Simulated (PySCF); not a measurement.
Gas-phase reaction: 2 SiHF₂ + F = SiF₄ + SiH₂F

Computed with PySCF and rigid-rotor harmonic-oscillator thermochemistry at 1 bar. † marks an energy on the PBE0/def2-TZVP geometry and frequencies. MP2 freezes the core. Open shells (unrestricted): SiHF₂ (multiplicity 2), F (multiplicity 2), SiH₂F (multiplicity 2); the rest are closed-shell singlets. Spin-orbit splitting is ignored; it lowers the true energy and changes the entropy of F. SiHF₂, SiH₂F: computed as isolated molecules; such fragments, hydroxides, amides, oligomers or adducts are transient or little studied in the gas. MP2 isn't extrapolated to the basis-set limit.

BLYP/def2-TZVP† gives ΔH°(298 K) = -651 kJ.

Question: What do M06-2X/def2-TZVP†, HF/def2-TZVP†, MP2/def2-TZVPP† give?

Answer: M06-2X/def2-TZVP†: -686 kJ; HF/def2-TZVP†: -534 kJ; MP2/def2-TZVPP†: -709 kJ. For scale, ΔH°(298 K) is -651 kJ at this level, -687 kJ at ωB97M-V/def2-TZVP†, and runs from -760 to -532 kJ over the 20 levels computed.
